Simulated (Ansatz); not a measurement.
# CNa: the cost of one run

All numbers are computed with Ansatz 0.2.0, driven from Python. Level of theory: PBE/def2-TZVP.

### 1 The system

Bond lengths: Na1–C2 2.285 Å.

No structure file is read: the coordinates are typed or built in the script.

### 2 Script

adiabatic_cna.py

```python
"""How CNa relaxes after losing an electron."""

import itertools

import ansatz as az
from ase.data import atomic_numbers, covalent_radii
import numpy as np

GEOMETRY = """
Na    0.00000    0.00000    0.00000
C     0.00000    0.00000    2.28500
"""

geometry = az.Crystal.molecule()
for line in GEOMETRY.strip().splitlines():
    symbol, *xyz = line.split()
    geometry = geometry.atom(symbol, [float(v) for v in xyz])

calculation = (
    geometry.calculation()
    .basis(gaussian="def2-TZVP")
    .functional("PBE")
    .spin("collinear", total=1)
)
symbols = [site.symbol for site in geometry.cartesian_sites]
start = np.array([site.position_ang for site in geometry.cartesian_sites], dtype=float)
r = calculation.relax(force_tolerance=0.01, max_steps=100).run().report
end = np.array(r["positions_ang"])

minimum = az.Crystal.molecule()
for symbol, place in zip(symbols, end):
    minimum = minimum.atom(symbol, place.tolist())
ion = (
    minimum.calculation()
    .basis(gaussian="def2-TZVP")
    .functional("PBE")
    .charge(1)
)
vertical = ion.run().report
settled = ion.relax(force_tolerance=0.01, max_steps=80).run().report
print(f"vertical ionisation energy   {vertical['free_energy_ev'] - r['free_energy_ev']:.3f} eV")
print(f"adiabatic, no zero point     {settled['free_energy_ev'] - r['free_energy_ev']:.3f} eV")
print(f"relaxation energy of the ion {vertical['free_energy_ev'] - settled['free_energy_ev']:.3f} eV")
ionised = np.array(settled["positions_ang"])
# pairs closer than 1.2 times the sum of covalent radii, before or after
radius = [covalent_radii[atomic_numbers[s]] for s in symbols]
span = lambda where, i, j: np.linalg.norm(where[i] - where[j])
bonded = [(i, j) for i, j in itertools.combinations(range(len(symbols)), 2) if min(span(end, i, j), span(ionised, i, j)) < 1.2 * (radius[i] + radius[j])]
print("pair        before    after (A)")
for i, j in bonded:
    print(f"{symbols[i]}{i}-{symbols[j]}{j}".ljust(10), f"{span(end, i, j):8.4f} {span(ionised, i, j):8.4f}")
```

### 3 Running it

On the command line:

```sh
python adiabatic_cna.py
```

Q: Estimate wall time and peak memory on 1 thread of Arm Neoverse V2, shared host.

About 47 s, with a peak of 0.2 GiB.
